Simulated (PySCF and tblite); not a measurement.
Results of a calculation; reference values are marked as such.
3 diastereomers of C4H6F2, numbered alike:

```json
{"isomer": "A", "SMILES": "[CH3:1][CH:2]1[C@@H:3]([F:4])[C@@H:5]1[F:6]", "descriptors (one enantiomer)": "3R, 5R"}
{"isomer": "B", "SMILES": "[CH3:1][C@H:2]1[C@H:3]([F:4])[C@@H:5]1[F:6]", "descriptors (one enantiomer)": "2s, 3S, 5R"}
{"isomer": "C", "SMILES": "[CH3:1][C@@H:2]1[C@H:3]([F:4])[C@@H:5]1[F:6]", "descriptors (one enantiomer)": "2r, 3S, 5R"}
```

Protocol: conformer search, at most 4 conformers an isomer, PBE0-D3(BJ)/def2-SVP geometries, energies PBE0/def2-TZVP (IEF-PCM, chloroform) (D3(BJ) added where defined), GIAO shieldings PBE0/pcSseg-1 (IEF-PCM, chloroform), weights at 298.15 K with GFN2-xTB thermal terms. Programs: PySCF with density fitting and tblite.

Problem. What shifts does each isomer give (ppm)?

Solution. 
A: ¹H (against TMS): 4.69 (H5, 1H), 4.23 (H3, 1H), 1.30 (H2, 1H), 1.19 (H1, 3H). ¹³C (against TMS): 77.1 (C3), 76.0 (C5), 22.9 (C2), 9.4 (C1). ¹⁹F (against CFCl3): -232.8 (F4), -253.7 (F6).

B: ¹H (against TMS): 3.94 (H3/H5, 2H), 1.22 (H2, 1H), 1.06 (H1, 3H). ¹³C (against TMS): 75.8 (C3/C5), 20.7 (C2), 13.5 (C1). ¹⁹F (against CFCl3): -250.4 (F4/F6).

C: ¹H (against TMS): 4.26 (H3/H5, 2H), 1.23 (H1, 3H), 0.82 (H2, 1H). ¹³C (against TMS): 70.9 (C3/C5), 16.2 (C2), 5.1 (C1). ¹⁹F (against CFCl3): -271.2 (F4/F6).

Problem. Which carbons tell the isomers apart best?

Solution. C1: 9.4 in A, 13.5 in B, 5.1 in C; C2: 22.9 in A, 20.7 in B, 16.2 in C; C3: 77.1 in A, 75.8 in B, 70.9 in C ppm.

Unscaled ¹⁹F shifts at such levels can be off by tens of ppm; differences between conformers or isomers are more reliable. Shifts are unscaled: against experiment ¹³C can be off by 15 ppm or more and ¹H by 0.8 ppm.
